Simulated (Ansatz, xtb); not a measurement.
**Ranking isomers of C5H10S**

3 gas-phase structures of C5H10S, from a drawn sample of its isomers (lower ones may exist). Each was relaxed with GFN2-xTB; where two conformers were screened, the lower at r2SCAN-D4/def2-SVP is listed:

A. `CC1(S)CCC1`, a singlet
B. `C[C@@H]1CC[C@H]1S`, a singlet
C. `C[C@@H]1CC[C@@H]1S`, a singlet

Question: Which do you expect lowest at r2SCAN-D4/def2-SVP, and how would the others follow?

Answer: Calculated order at r2SCAN-D4/def2-SVP: B (0.0), A (3.1), C (8.8) kJ/mol. Less than 1 kcal/mol parts B and A, so the order within that pair means little.

Energies above the lowest of each column, in kJ/mol; the last columns are at B3LYP/def2-SVP geometries:

| structure | GFN2-xTB | HF/STO-3G | r2SCAN-D4/def2-SVP | B3LYP/def2-SVP | CCSD(T)/def2-SVP + ΔMP2/def2-TZVPP |
| --- | --- | --- | --- | --- | --- |
| B | 0.0 | 0.0 | 0.0 | 0.0 | 0.0 |
| A | 2.2 | 11.0 | 3.1 | 8.4 | 3.3 |
| C | 9.9 | 11.2 | 8.8 | 12.2 | 9.9 |

Every level run on B puts it lowest or level with the lowest. Flexible structures stand in one conformer each, not always the lowest. ΔMP2 is the change of the MP2 energy from the smaller to the larger basis.

Programs: Ansatz 0.2.0, xtb 6.7.1.
